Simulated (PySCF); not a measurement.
# HF: magnetic properties, part 2 of 2

PySCF 2.14.0. Atoms count from 0. Earlier steps stand in the parts before.

## 12. Magnetic properties: GIAO B3LYP/IGLO-III

What the job is given:

```
{"job": {"kind": "mag", "xc": "B3LYP", "basis": "IGLO-III"}, "charge": 0, "multiplicity": 1}
F      0.443669    -0.081788     0.089242
H     -0.440915     0.083057    -0.103391
```

Method: GIAO B3LYP/IGLO-III magnetisability, rotational g tensor and spin-rotation constants, non-relativistic, gas phase.

Standard output:

```text
coarse grid: 1712 points
cycle   1  E = -100.4532288250  dE = -2.469e-02  |g| = 5.296e-01  |ddm| = 6.827e-01
cycle   2  E = -100.3940595226  dE =  5.917e-02  |g| = 8.608e-01  |ddm| = 4.303e-01
cycle   3  E = -100.4972899867  dE = -1.032e-01  |g| = 2.291e-02  |ddm| = 2.469e-01
cycle   4  E = -100.4973684937  dE = -7.851e-05  |g| = 4.813e-03  |ddm| = 8.767e-03
cycle   5  E = -100.4973710978  dE = -2.604e-06  |g| = 3.873e-04  |ddm| = 1.189e-03
final grid: 16976 points
cycle   6  E = -100.4963624758  dE = -2.306e-05  |g| = 2.349e-03  |ddm| = 8.557e-03
cycle   7  E = -100.4963617611  dE =  7.148e-07  |g| = 3.383e-03  |ddm| = 1.534e-03
cycle   8  E = -100.4963632842  dE = -1.523e-06  |g| = 1.051e-04  |ddm| = 9.252e-04
cycle   9  E = -100.4963632852  dE = -1.071e-09  |g| = 1.272e-05  |ddm| = 3.749e-05
cycle  10  E = -100.4963632853  dE = -3.094e-11  |g| = 2.890e-06  |ddm| = 5.714e-06
converged SCF energy = -100.4963632853

Magnetisability tensor (1e-30 J/T^2)
     -171.61       -1.40        1.64
       -1.40     -178.87       -0.31
        1.64       -0.31     -178.77
isotropic -176.42   principal values    -179.13   -179.13   -170.99
isotropic susceptibility -10.624 1e-6 cm^3/mol

Inertial axes            a          b          c
rot. const./GHz           -   623.6122   623.6122
chi total           -10.297    -10.787    -10.787
chi diamagnetic     -10.297    -11.594    -11.594
chi paramagnetic      0.000      0.806      0.806
quadrupole/D A        2.293     -1.147     -1.147
g nuclear                 -     0.9731     0.9731
g electronic              -    -0.2362    -0.2362
g total                   -     0.7370     0.7370

Spin-rotation constants (kHz, H = +C I.J)
atom  isotope        aa         bb         cc
  0    19F            -    336.869    336.869
  1     1H            -    -76.840    -76.840
```

Run time: 0.42 s. Hardware: 1 thread of Arm Neoverse V1, shared host.

From this job:

```csv
quantity,value
magnetisability,-176·10⁻³⁰ J/T²
molar susceptibility,-10.6·10⁻⁶ cm³/mol
"rotational g (a, b, c)","–, 0.7370, 0.7370"
```

## 13. Magnetic properties: GIAO B3LYP/6-311+G(2d,p)

What the job is given:

```
{"job": {"kind": "mag", "xc": "B3LYP", "basis": "6-311+G(2d,p)"}, "charge": 0, "multiplicity": 1}
F      0.443669    -0.081788     0.089242
H     -0.440915     0.083057    -0.103391
```

With the program's defaults for keys left out, this is: GIAO B3LYP/6-311+G(2d,p) magnetisability, rotational g tensor and spin-rotation constants, non-relativistic, gas phase.

Standard output:

```text
coarse grid: 1712 points
cycle   1  E = -100.4393636897  dE = -2.596e-02  |g| = 5.142e-01  |ddm| = 6.502e-01
cycle   2  E = -100.3818111317  dE =  5.755e-02  |g| = 8.330e-01  |ddm| = 5.645e-01
cycle   3  E = -100.4814226862  dE = -9.961e-02  |g| = 2.570e-02  |ddm| = 3.315e-01
cycle   4  E = -100.4815188960  dE = -9.621e-05  |g| = 4.378e-03  |ddm| = 1.190e-02
cycle   5  E = -100.4815208343  dE = -1.938e-06  |g| = 4.687e-04  |ddm| = 1.323e-03
final grid: 16976 points
cycle   6  E = -100.4831491962  dE = -1.969e-05  |g| = 2.114e-03  |ddm| = 4.809e-03
cycle   7  E = -100.4831487577  dE =  4.384e-07  |g| = 2.726e-03  |ddm| = 1.690e-03
cycle   8  E = -100.4831497614  dE = -1.004e-06  |g| = 2.630e-04  |ddm| = 1.042e-03
cycle   9  E = -100.4831497697  dE = -8.312e-09  |g| = 1.799e-05  |ddm| = 9.994e-05
cycle  10  E = -100.4831497697  dE = -4.282e-11  |g| = 3.539e-06  |ddm| = 9.395e-06
converged SCF energy = -100.4831497697

Magnetisability tensor (1e-30 J/T^2)
     -173.30       -1.29        1.51
       -1.29     -179.98       -0.28
        1.51       -0.28     -179.90
isotropic -177.73   principal values    -180.22   -180.22   -172.73
isotropic susceptibility -10.703 1e-6 cm^3/mol

Inertial axes            a          b          c
rot. const./GHz           -   623.6122   623.6122
chi total           -10.402    -10.853    -10.853
chi diamagnetic     -10.402    -11.687    -11.687
chi paramagnetic      0.000      0.834      0.834
quadrupole/D A        2.306     -1.153     -1.153
g nuclear                 -     0.9731     0.9731
g electronic              -    -0.2442    -0.2442
g total                   -     0.7289     0.7289

Spin-rotation constants (kHz, H = +C I.J)
atom  isotope        aa         bb         cc
  0    19F            -    332.580    332.580
  1     1H            -    -79.762    -79.762
```

It took 0.35 s on 1 thread of Arm Neoverse V1, shared host.

Key values:

```csv
quantity,value
magnetisability,-178·10⁻³⁰ J/T²
molar susceptibility,-10.7·10⁻⁶ cm³/mol
"rotational g (a, b, c)","–, 0.7289, 0.7289"
```

## 14. Magnetic properties: GIAO B3LYP/MINI

What the job is given:

```
{"job": {"kind": "mag", "xc": "B3LYP", "basis": "MINI"}, "charge": 0, "multiplicity": 1}
F      0.443669    -0.081788     0.089242
H     -0.440915     0.083057    -0.103391
```

With the program's defaults for keys left out, this is: GIAO B3LYP/MINI magnetisability, rotational g tensor and spin-rotation constants, non-relativistic, gas phase.

Standard output:

```text
coarse grid: 1712 points
cycle   1  E = -99.6883578010  dE =  5.818e-03  |g| = 2.593e-01  |ddm| = 1.171e+00
cycle   2  E = -99.7157518372  dE = -2.739e-02  |g| = 1.292e-01  |ddm| = 7.877e-01
cycle   3  E = -99.7230264040  dE = -7.275e-03  |g| = 8.516e-04  |ddm| = 2.364e-01
cycle   4  E = -99.7230268151  dE = -4.111e-07  |g| = 5.826e-05  |ddm| = 2.294e-03
final grid: 16976 points
cycle   5  E = -99.7478569150  dE = -4.343e-06  |g| = 1.679e-03  |ddm| = 9.385e-03
cycle   6  E = -99.7478578598  dE = -9.448e-07  |g| = 8.005e-04  |ddm| = 4.442e-03
cycle   7  E = -99.7478581388  dE = -2.790e-07  |g| = 5.381e-07  |ddm| = 1.437e-03
cycle   8  E = -99.7478581388  dE = -2.700e-13  |g| = 3.883e-08  |ddm| = 2.340e-06
converged SCF energy = -99.7478581388

Magnetisability tensor (1e-30 J/T^2)
     -158.60       -0.87        1.02
       -0.87     -163.12       -0.19
        1.02       -0.19     -163.06
isotropic -161.60   principal values    -163.29   -163.29   -158.21
isotropic susceptibility -9.731 1e-6 cm^3/mol

Inertial axes            a          b          c
rot. const./GHz           -   623.6122   623.6122
chi total            -9.528     -9.833     -9.833
chi diamagnetic      -9.528    -11.176    -11.176
chi paramagnetic      0.000      1.343      1.343
quadrupole/D A        1.894     -0.947     -0.947
g nuclear                 -     0.9731     0.9731
g electronic              -    -0.3934    -0.3934
g total                   -     0.5797     0.5797

Spin-rotation constants (kHz, H = +C I.J)
atom  isotope        aa         bb         cc
  0    19F            -    261.514    261.514
  1     1H            -    -95.740    -95.740
```

It took 0.19 s on 1 thread of Arm Neoverse V1, shared host.

In short:

```csv
quantity,value
magnetisability,-162·10⁻³⁰ J/T²
molar susceptibility,-9.7·10⁻⁶ cm³/mol
"rotational g (a, b, c)","–, 0.5797, 0.5797"
```

## 15. Magnetic properties side by side

```csv
level,ξ (10⁻³⁰ J/T²),g(a),g(b),gap (eV),functions,time
GIAO LC-wPBE/aug-pcSseg-2,-179,–,0.7463,15.43,75,1.1 s
GIAO B3LYP/3-21G,-154,–,0.5938,11.88,11,0.22 s
GIAO B3LYP/def2-SVP,-164,–,0.6874,11.68,19,0.23 s
GIAO B3LYP/6-31++G**,-178,–,0.7259,10.83,24,0.29 s
GIAO B3LYP/pcSseg-2,-176,–,0.7323,11.35,50,0.49 s
GIAO B3LYP/Sadlej pVTZ,-179,–,0.7415,10.85,33,0.39 s
GIAO B3LYP/STO-3G,-138,–,0.3654,14.85,6,0.18 s
GIAO B3LYP/6-31G,-162,–,0.6260,11.84,11,0.21 s
GIAO B3LYP/cc-pVTZ,-171,–,0.7244,11.69,44,0.43 s
GIAO B3LYP/IGLO-III,-176,–,0.7370,11.43,45,0.42 s
"GIAO B3LYP/6-311+G(2d,p)",-178,–,0.7289,11.62,33,0.35 s
GIAO B3LYP/MINI,-162,–,0.5797,13.31,6,0.19 s
```

## 16. Results

The summary covers parts 1 to 2.

| quantity | value |
| --- | --- |
| point group | C∞v |
| rotational constants (main isotopes) | 623.61, 623.61 GHz |
| magnetisability (step 3, GIAO LC-wPBE/aug-pcSseg-2) | -179·10⁻³⁰ J/T² |
| molar susceptibility (step 3, GIAO LC-wPBE/aug-pcSseg-2) | -10.8·10⁻⁶ cm³/mol |
| rotational g (a, b, c) (step 3, GIAO LC-wPBE/aug-pcSseg-2) | –, 0.7463, 0.7463 |
| magnetisability over the levels | -179 to -154·10⁻³⁰ J/T² |

**Reading.** Relaxing lowered the energy by 0.006 eV in 2 steps; the close pair that moved most is F0–H1, from 0.932 to 0.920 Å. GIAO B3LYP/STO-3G has a minimal basis, so it is left out of the spread where two other levels stand. GIAO B3LYP/MINI has a minimal basis, so it is left out of the spread where two other levels stand. The magnetisability spreads by 14.2 % over 10 levels, from GIAO B3LYP/Sadlej pVTZ (0.39 s) to GIAO B3LYP/3-21G (0.22 s); the runs took 0.21 s to 1.1 s. Vibrational averaging and real surroundings are missing from these values.
